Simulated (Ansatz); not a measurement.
**How far each method lies from full CI for OH⁺, singlet**

Geometry: a point of a stretch scan, not a stationary point.

```csv
atom,x (Å),y (Å),z (Å)
O,0.0000,0.0000,0.0000
H,0.0000,0.0000,1.2460
```

Basis aug-cc-pVDZ; Ansatz 0.2.0. Correlated methods freeze the noble-gas cores, which leaves 6 electrons in 31 orbitals. R marks a restricted (for open shells ROHF) determinant, U an unrestricted one. Active spaces: pair = (2e, 2o) about the gap; valence = (6e, 5o) chosen from the atoms' valence shells.

Full CI is exact within this basis and frozen core; it isn't the basis-set limit. The frozen core follows each run's orbitals, which can shift R against U totals by a few meV.

The determinant fills πx and πy unequally, so it is a mixture of Σ and Δ, which weighs on every level built on one determinant.

The determinant has the irrep A1, whose lowest full-CI state lies within 3 meV of the A2 state that serves as the reference; occupations given are those of the former. RHF is unstable: UHF (⟨S²⟩ = 1.01) lies 2.59 eV below the lowest RHF solution. Higher spins weren't run at this geometry and may lie near or lower.

The UHF ⟨S²⟩ is 1.008 and the T1 diagnostic (RCCSD) is 0.0120. The largest doubles amplitude (RCCSD) is 0.396.

| level | E − E(full CI) (kJ/mol) | share of correlation (%) | wall time |
| --- | --- | --- | --- |
| RHF | 500.4 | 0.00 | – |
| UHF† | 250.4 | – | – |
| RMP2 | 144.9 | 71.05 | – |
| UMP2† | -54.5 | – | – |
| CISD | 75.0 | 85.02 | 0.69 s |
| RCCSD | 49.6 | 90.09 | – |
| UCCSD*† | -155.2 | – | – |
| RCCSD(T) | 23.6 | 95.29 | 0.3 s |
| UCCSD(T)*† | -190.8 | – | 0.87 s |
| BCCD(T) | 23.6 | 95.28 | 0.39 s |
| RCCSDT* | 1.5 | 99.71 | – |
| UCCSDT*† | -227.8 | – | – |
| RCCSDT(Q)* | -0.5 | 100.09 | 2.7 s |
| UCCSDT(Q)*† | -231.1 | – | 15 s |
| CASSCF (pair space) | 389.2 | 22.22 | – |
| NEVPT2 (pair space) | 51.1 | 89.79 | 0.39 s |
| MRCISD (pair space) | 15.3 | 96.94 | – |
| MRCISD+Q (pair space) | -1.5 | 100.30 | 0.93 s |
| CASSCF (valence space) | 315.7 | 36.91 | – |
| NEVPT2 (valence space) | 51.9 | 89.62 | 0.24 s |
| MRCISD (valence space) | 9.7 | 98.06 | – |
| MRCISD+Q (valence space) | -0.1 | 100.01 | 0.6 s |

An asterisk marks runs whose energy the program itself flagged as in doubt. A dagger marks rows that describe another state than the reference (another or a broken symmetry, a higher spin or other natural occupations), so the difference holds a gap between states beside the method's error.

The correlation energy at full CI, counted from RHF, is -5.186 eV. That run took 32 s on 1 thread of Arm Neoverse V1, shared host over 5,037,396 determinants.

Times hold each run's SCF and search for its determinant on a shared host, so for small cases they say little of a method's own cost; they ran on 1 thread of Arm Neoverse V1.

More than 5 meV below full CI, which no variational method can be: MRCISD+Q (pair space).

Unrestricted levels hold only the spin's projection, and here they fall towards a lower state of higher spin.

The full-CI state has the irrep A2 of C2v, in the program's axes (one component, if the state is degenerate).

Natural occupations of full CI about the gap: 1.978 1.952 0.994 0.991 0.038 0.008 0.007 0.007 0.007 0.004; effectively unpaired electrons, Σ n²(2−n)², 2.02. No single determinant describes this state well, so single-reference rows can miss without a flag.
